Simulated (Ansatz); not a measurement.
**C: computed properties**

Theory: DFT LDA, scalar-relativistic, plane waves, PAW in Ansatz 0.2.0.

Cutoff 420 eV; k points 12×12×12 on the computed 14-atom cell (Γ-centred); Gaussian smearing, width 0.02 eV; no spin polarisation.

The structure is relaxed at this level of theory with its symmetry kept.

```
CELL_PARAMETERS angstrom
1.24651 0.71967 14.33179
-1.24651 0.71967 14.33179
0.00000 -1.43934 14.33179
ATOMIC_POSITIONS crystal
C 0.01778 0.01778 0.01778
C 0.98222 0.98222 0.98222
C 0.17260 0.17260 0.17260
C 0.82740 0.82740 0.82740
C 0.20814 0.20814 0.20814
C 0.79186 0.79186 0.79186
C 0.26814 0.26814 0.26814
C 0.73186 0.73186 0.73186
C 0.30368 0.30368 0.30368
C 0.69632 0.69632 0.69632
C 0.41047 0.41047 0.41047
C 0.58953 0.58953 0.58953
C 0.44658 0.44658 0.44658
C 0.55342 0.55342 0.55342
```

| Property | Result |
| --- | --- |
| Space group | R-3m (No. 166) |
| Volume per atom | 5.51 Å³ |
| Formation energy from the elements' standard states (uncorrected) | -0.004 eV/atom |
| Kohn–Sham band gap | 4.44 eV, indirect from (-0.010, -0.010, -0.010) to (0.003, 0.370, 0.370) |
| Löwdin character of the top 1 eV of the valence band | C 2p 99 % |
| Löwdin character of the lowest 1 eV of the conduction band | C 2p 54 %, C 2s 35 %, unprojected 11 % |
| Electron masses at the edge by Cartesian direction of the standard setting (m_e; degenerate bands sorted by energy; no spin-orbit coupling) | x: 0.65; y: 0.31; z: 0.81 |
| Hole masses at the edge by Cartesian direction of the standard setting (m_e; degenerate bands sorted by energy; no spin-orbit coupling) | x: 0.70, 0.28; y: 0.78, 0.28; z: 0.66, 0.66 |
| Bulk modulus | 467 GPa |
| Its pressure derivative | 3.6 |
| Electronic dielectric constant xx, yy, zz of the standard setting (independent particles) | 5.9, 5.9, 6.0 |

Cost: 12 runs of about 28 core-minutes in all, on Intel Xeon 6975P-C (Granite Rapids) (shared hosts).